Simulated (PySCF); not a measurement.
Molecule: `O=C(C=C)N`, C3H5NO.

Structure with atom numbers: `[CH2:1]=[CH:2][C:3]([NH2:4])=[O:5]` (H(Xn): hydrogen on atom n). Ha(C1) is cis to C3; Ha(N4) is cis to the C=O or C=S heteroatom; Hb(C1) is trans to C3; Hb(N4) is trans to the C=O or C=S heteroatom.

Geometry PBE0-D3(BJ)/def2-SVP throughout; GIAO in PySCF, gas phase, one conformer, non-relativistic; equivalent atoms averaged; functional PBE0.

Q: How do the absolute shieldings σ depend on the basis set? (a selection of nuclei; ppm; last column core-seconds on shared hosts with different chips, so compare them loosely)

A: 
```csv
basis set,functions,C1,C3,N4,O5,Ha(C1),H(C2),Hb(C1),Hb(N4),Ha(N4),core-s
STO-3G,30,125.3,128.2,235.8,-48.4,26.27,26.90,27.04,28.21,28.46,1.3
6-31G,55,70.7,45.8,166.4,-39.4,25.39,26.50,26.56,28.48,28.81,2.7
pcSseg-0,55,47.9,20.3,154.0,-88.9,25.52,26.74,26.53,28.77,29.23,3.6
6-31G*,80,67.2,44.4,166.3,-6.1,25.26,26.20,26.25,28.09,28.29,3.6
def2-SVP,95,62.7,38.7,166.2,-17.4,24.52,25.62,25.58,27.23,27.46,3.9
cc-pVDZ,95,65.8,42.0,168.8,-13.5,24.48,25.52,25.52,27.18,27.40,6.4
pcSseg-1,110,44.8,21.0,151.0,-50.8,24.33,25.40,25.26,26.77,26.96,7.6
aug-cc-pVDZ,160,63.7,35.1,167.4,-8.7,24.24,25.07,25.36,26.67,26.78,14
"6-311+G(2d,p)",165,49.8,23.2,153.0,-34.5,24.48,25.29,25.57,27.06,27.17,8.5
def2-TZVP,185,48.7,22.2,155.4,-37.2,24.46,25.26,25.56,26.99,27.18,10
cc-pVTZ,220,50.5,24.2,155.3,-35.4,24.30,25.09,25.38,26.64,26.90,22
IGLO-III,225,42.4,16.0,148.8,-44.4,24.33,25.15,25.42,26.72,26.86,23
pcSseg-2,250,41.3,14.7,149.1,-47.2,24.20,25.01,25.25,26.46,26.61,33
```

Q: Which nucleus among those listed moves most, in ppm?

A: C3 (amide carbonyl carbon): from 14.7 ppm with pcSseg-2 to 128.2 ppm with STO-3G. The smallest spread is 1.79 ppm, at Hb(C1). Proton shifts span only some 12 ppm, so a few tenths of a ppm matter as much there as several ppm in carbon.

Q: Taking the largest basis, pcSseg-2 (250 functions), as the yardstick, rank the others by their worst heavy-atom deviation.

A: IGLO-III 2.8 ppm (225 functions), pcSseg-1 6.3 ppm (110 functions), def2-TZVP 10.0 ppm (185 functions), cc-pVTZ 11.8 ppm (220 functions), 6-311+G(2d,p) 12.7 ppm (165 functions), def2-SVP 29.8 ppm (95 functions), 6-31G 31.1 ppm (55 functions), cc-pVDZ 33.7 ppm (95 functions), aug-cc-pVDZ 38.5 ppm (160 functions), 6-31G* 41.1 ppm (80 functions), pcSseg-0 41.7 ppm (55 functions), STO-3G 113.5 ppm (30 functions).

A small basis that lands close on one nucleus may do so by chance; judge by the trend and by all nuclei.
